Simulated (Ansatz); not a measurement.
**CuOs2: from a trial structure to a relaxed crystal**

These are results of DFT PBE, scalar-relativistic, plane waves, PAW (Ansatz 0.2.0), not measurements.

CuOs2 was placed on the AlB2 structure type (P6/mmm, No. 191), with Cu in place of Al, Os in place of B, at a guessed volume.

The final relaxation ran on this input, with the default PAW datasets:

```yaml
crystal:
  lattice:
    - [4.3194851737, 0.0, 0.0]
    - [-2.1597425869, 3.7407838917, 0.0]
    - [0.0, 0.0, 2.6581940823]
  atoms:
    - { symbol: Cu, position: [0.0, 0.0, 0.0] }
    - { symbol: Os, position: [0.3333333333, 0.6666666667, 0.5] }
    - { symbol: Os, position: [0.6666666667, 0.3333333333, 0.5] }
basis:
  ecutwfc: 420
kpoints:
  mp_grid: { grid: [12, 12, 18] }
hamiltonian:
  xc: pbe
scf:
  occupations: { method: gaussian, width: 0.1 }
output:
  forces: true
  stress: true
  eigenvalues: true
relax:
  adjacent_minimum: "off"
  f_tol: 0.01
  max_steps: 80
  cell: { stress_tol: 0.05 }
```

Launched as:

```bash
ansatz run input.yaml --threads 1 --pin off --max-ram 2560MiB --backend cpu --events-out ev --progress --plain --runs-dir out
```

The run took 32 s on 1 thread of Intel(R) Xeon(R) 6975P-C (Granite Rapids) (shared host), peak memory 0.52 GiB.

The program printed at the end:

```
SCF converged after 8 iterations
Free energy (F): -29392.546337 eV
Harris-Foulkes:  -29392.546337 eV  (|F-HF|=1.09e-11)
Internal energy: -29392.532184 eV  (E = F + TS)
E sigma→0 (E₀):  -29392.539260 eV
Entropy (-TS):   -0.014153 eV (-4.718 meV/atom)
Fermi energy:    21.214490 eV
--- Per-component energies (eV) ---
  E_band       = -547.040877
  E_kinetic    = 1422.265546
  E_local      = -6097.163141  (includes V_loc(G=0)·N_el)
  E_nonlocal   = 386.283182
  E_hartree    = 2646.151290
  E_xc         = -621.435738
  E_vxc        = -681.578462  (∫ρ·V_xc dr)
  E_paw        = -19685.673480  (= ΣΔE_a)
  E_vpaw       = -869.150736  (= ΣTr[D̂ρ^β])
  E_aug_tail   = 0.000152  (compensation charges beyond the density's cutoff)
  E_ewald      = -7442.959995
  E_smearing   = -0.014153  (= −TS)
  E_closure    =  0.000000  (closes the sum)
  Σ components = -29392.546337   (vs F -29392.546337, Δ=0.00e0)
--- Forces (eV/Å), atoms counted from 1 ---
  atom   1  Cu     0.00000000     0.00000000     0.00000000
  atom   2  Os     0.00000000     0.00000000     0.00000000
  atom   3  Os     0.00000000     0.00000000     0.00000000
  max |Σ_I F_I| component: 1.39e-17 eV/Å
--- Stress (GPa, compression-positive) ---
       -0.000993       0.000000       0.000000
        0.000000      -0.000993       0.000000
        0.000000       0.000000       0.002281
  P = ⅓ Tr σ = 0.0001 GPa (0.001 kbar)
--- Relaxed structure (4 steps of the walk, 4 accepted, 1 SCFs on fresh bases) ---
  F+E_penalty+E_count = -29392.54633657 eV   max|allowed force component| = 1.850e-17 eV/Å   (the final SCF, on the basis selected at the relaxed cell)
  cell:  # Å, volume = 42.9402 Å³
    - [4.327889, 0.000000, 0.0]
    - [-2.163945, 3.748062, 0.0]
    - [0.0, 0.0, 2.647164]
  atoms:
    - { symbol: Cu, position: [0.000000, 0.000000, 0.0] }
    - { symbol: Os, position: [0.333333, 0.666667, 0.500000] }
    - { symbol: Os, position: [0.666667, 0.333333, 0.500000] }
```

Absolute energies hang on the potentials; compare differences alone.

The result has space group P6/mmm (No. 191). Cu is coordinated by 2 Cu at 2.65 Å and 12 Os at 2.83 Å; Os is coordinated by 5 Os at 2.50–2.65 Å and 6 Cu at 2.83 Å.

Against the elements it lies at 0.58 eV/atom. The zero of energy is the elements' standard structures at the same level; no fitted shifts are applied.

For metals, differences of a few meV/atom aren't resolved. Spin–orbit coupling is left out.

Symmetry constrained the relaxation, so the result can be a saddle point.